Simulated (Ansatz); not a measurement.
Energy needed to pull apart CH5AlSi (SMILES [AlH2][CH]=[SiH2]), closed shell, into free ground-state atoms, from the structure below (displaced at random from a GFN2-xTB minimum); no zero-point or spin–orbit terms; open-shell atoms are treated unrestricted, in their ground-state multiplicity.

| atom | x (Å) | y (Å) | z (Å) |
| --- | --- | --- | --- |
| Al1 | -1.5104 | 0.5592 | -0.4021 |
| C2 | 0.3147 | 0.6384 | 0.1506 |
| Si3 | 1.4191 | -0.9600 | 0.5387 |
| H4 | -2.6226 | -0.7330 | -0.6475 |
| H5 | -2.0115 | 1.8517 | -0.8383 |
| H6 | 0.5790 | 1.3753 | 0.0381 |
| H7 | 2.5622 | -1.0774 | 0.8626 |
| H8 | 0.7546 | -2.3837 | 0.3947 |

Program: Ansatz 0.2.0. Basis: def2-TZVPP. Cores are frozen in the correlated methods.

```tsv
method	atomization energy (kJ/mol)
PBE-D4	?
r2SCAN-D4	?
PBE0-D4	1845
BHLYP-D4	1835
wB97X-V	1870
wB97M-V	1877
HF	1255
MP2	1827
CCSD	1790
CCSD(T)	1828
```

Q: What does PBE-D4 give? (Judge from chemistry; the value comes from the calculation.)

A: The calculation gives: 1872 kJ/mol, which is about 44 kJ/mol more than CCSD(T)/def2-TZVPP.

Q: What does r2SCAN-D4 give? (Judge from chemistry; the value comes from the calculation.)

A: Computed: 1884 kJ/mol, which is about 56 kJ/mol more than CCSD(T)/def2-TZVPP.

In triple zeta the MP2 and coupled-cluster atomization energies are still short of their basis limit by a few kcal/mol a bond, whereas those of the functionals are nearly converged, so these differences are not deviations from converged CCSD(T).

No T1 diagnostic of these runs exceeds 0.020. The restricted Hartree–Fock reference is unstable towards an unrestricted one here.

For scale, one of the runs: CCSD(T)/def2-TZVPP forces, 185 basis functions (an equivalent command: `ansatz run in.yaml --threads 4`). Time: 47 s of wall clock on 4 CPU threads; the host was shared. Peak host memory: 3.4 GiB.
